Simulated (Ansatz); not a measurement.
All numbers below come from DFT, PBEsol, plane waves (420 eV) with PAW, scalar-relativistic in Ansatz. The PAW files were generated under PBE, with cores re-solved for the functional.

An element in the fcc structure gives this curve. The cell is scaled uniformly from the relaxed one, with fractional coordinates and shape fixed. Energies are extrapolated to zero smearing, pressures are those at the given smearing. Magnetic state: spin not included.

```tsv
V (Å³/atom)	E − E₀ (meV/atom)	P (GPa)
14.956	181.5	32.63
15.635	73.7	18.85
16.315	17.2	8.29
16.995	0.0	0.22
17.675	12.7	-5.92
18.355	48.2	-10.58
19.035	100.9	-14.08
```

Problem. Which element is it?
A. gold
B. tungsten
C. arsenic
D. tantalum

Solution. A. Its fit is V₀ = 17.02 Å³/atom, B₀ = 174 GPa, B₀′ = 5.8.
